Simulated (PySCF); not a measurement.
One of the candidates below gave these computed data.

All candidates are C4H4O.

- Polarisability: 46.9 au [PBE0/def2-SVPD]
- Valence photoelectron: vertical ionisation energy: 8.91 eV [ΔSCF PBE0/def2-SVPD]
- 13C NMR: chemical shifts (computed TMS as zero) by class: 146.1 (2 C), 115.4 (2 C) ppm [GIAO PBE0/pcSseg-1]
- XPS: C1s 290.6 (×2), C1s 291.7 (×2), O1s 540.1 eV [ΔSCF SCAN, pcX-2 on the ionised atom, pcseg-1 elsewhere, spin-free X2C]
- UV, first state: lowest singlet excitation: 6.34 eV (196 nm, f = 0.174) [TDDFT PBE0/def2-SVPD]
- Rotational structure: rotational constants A, B, C: 9.545, 9.313, 4.714 GHz [PBE0-D3(BJ)/def2-SVP]

Gas-phase values; electronic properties from PySCF, density fitting. Levels stand in brackets. Isolated species at its PBE0-D3(BJ)/def2-SVP geometry, gas phase. NMR classes are plain means over equivalent atoms (diastereotopic ones count apart unless rotation or inversion swaps them), as if these changed places fast.

**Question.** Which candidate is it?
A. `O=CC1=CC1`
B. `c1ccoc1`
C. `CC#CC=O`

**Answer.** B. It is `c1ccoc1`. Numbering: `[cH:1]1[cH:2][cH:3][o:4][cH:5]1`. Its formula, C4H4O, gives 3 degrees of unsaturation: 1 ring and 2 π bonds in the structure found (Kekulé form). 4 carbons fall into 2 classes; from least to most shielded: aromatic CH next to a ring oxygen [C3/C5] (146.1 ppm, 2 C), aromatic CH carbon [C1/C2] (115.4 ppm, 2 C). The core levels belong to: C1s 290.6 eV, aromatic CH carbon [C1/C2]; C1s 291.7 eV, aromatic CH next to a ring oxygen [C3/C5]; O1s 540.1 eV, furan-type oxygen [O4]. The first electron is taken from the HOMO, whose largest Löwdin shares are 0.28 on each of 2 atoms of one kind (aromatic CH next to a ring oxygen) and 0.15 on each of 2 atoms of one kind (aromatic CH carbon). The optimised geometry has point group C2v and is an asymmetric top.

The others, at the same levels:
- `CC#CC=O` fails: its computed lowest singlet excitation is 3.84 eV (323 nm, f = 0.000) (against 6.34 eV), vertical ionisation energy is 10.09 eV (against 8.91 eV) and static isotropic polarisability is 53.7 au (against 46.9 au).
- `O=CC1=CC1` fails: it has 4 carbon classes against 2; its computed 13C shifts are 185.1 (1 C), 135.3 (1 C), 121.4 (1 C), 10.5 (1 C) ppm, rotational constant A is 19.099 GHz (against 9.545 GHz) and smallest rotational constant is 2.933 GHz (against 4.714 GHz).

Each candidate is one conformer, not necessarily the lowest. Dipoles, sizes and rotational constants follow the conformer. The torsions of the flexible species, by atom-mapped SMILES:
- `[O:1]=[CH:2][C:3]1=[CH:4][CH2:5]1`: O1–C2–C3–C4 2°
